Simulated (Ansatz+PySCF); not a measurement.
**singlet HCl: levels of theory in one basis**

```yaml
atoms:
  - { symbol: H, position_ang: [0.0000, 0.0000, -2.4276] }
  - { symbol: Cl, position_ang: [0.0000, 0.0000, 0.1428] }
```

Basis set: cc-pVDZ (spherical functions). Left uncorrelated: 5 orbitals. Charge 0, multiplicity 1.

Computed with Ansatz (development build ahead of 0.2.0); each method stands on the lowest determinant of its kind that the runs found. NEVPT2 correlates all electrons. Active spaces start from the frontier orbitals, and the lowest solution found is given.

```csv
method,E − E(RHF) (eV),<S²> of the determinant
RHF,0.00,0.00
UHF,-2.47,0.94
UHF-MP2,-5.51,0.94
RHF-CCSD,-5.94,–
RHF-CCSD(T),-6.27,–
UHF-CCSD(T),-6.10,0.94
RHF-CCSDT(Q),-6.28,–
UHF-CCSDT(Q),-6.28,0.94
full CI (lowest root of this spin),-6.27,–
"CASSCF(8,5)",-2.63,–
"CASSCF(2,2)",-2.63,–
"SC-NEVPT2(2,2)",-5.97,–
"SC-NEVPT2(8,5)",-5.59,–
```

(1) What does RHF-MP2 give on the same scale?

(2) Is a single determinant a sound starting point here?

Answers

(1) -4.84 eV.

At such a shape the full CI root can have another spatial symmetry than the determinants, so the rows needn't describe one state.

(2) It is doubtful. Unrestricted orbitals lower Hartree–Fock by 2.47 eV and <S²> is 0.94 where a pure state has 0.00, a sign of strong static correlation. The CASSCF(8,5) natural occupations are 2.00, 2.00, 2.00, 1.49, 0.51. The CASSCF(2,2) natural occupations are 1.48, 0.52.

Caution for RHF, RHF-MP2, RHF-CCSD, RHF-CCSD(T), RHF-CCSDT(Q): an unrestricted determinant lies well below. Caution for UHF, UHF-MP2, UHF-CCSD(T), UHF-CCSDT(Q): the unrestricted determinant is a mixture of spin states. Caution for RHF-MP2, RHF-CCSD, RHF-CCSD(T), RHF-CCSDT(Q): large amplitudes, a single reference is doubtful. Caution for UHF-MP2, UHF-CCSD(T), UHF-CCSDT(Q): bonds are stretched, where a single reference can fail; a plain start can end on a higher determinant. Caution for RHF-CCSD(T), RHF-CCSDT(Q), UHF-CCSDT(Q): the amplitudes may be one of several solutions. Caution for UHF-CCSD(T): another reference gives a lower total.
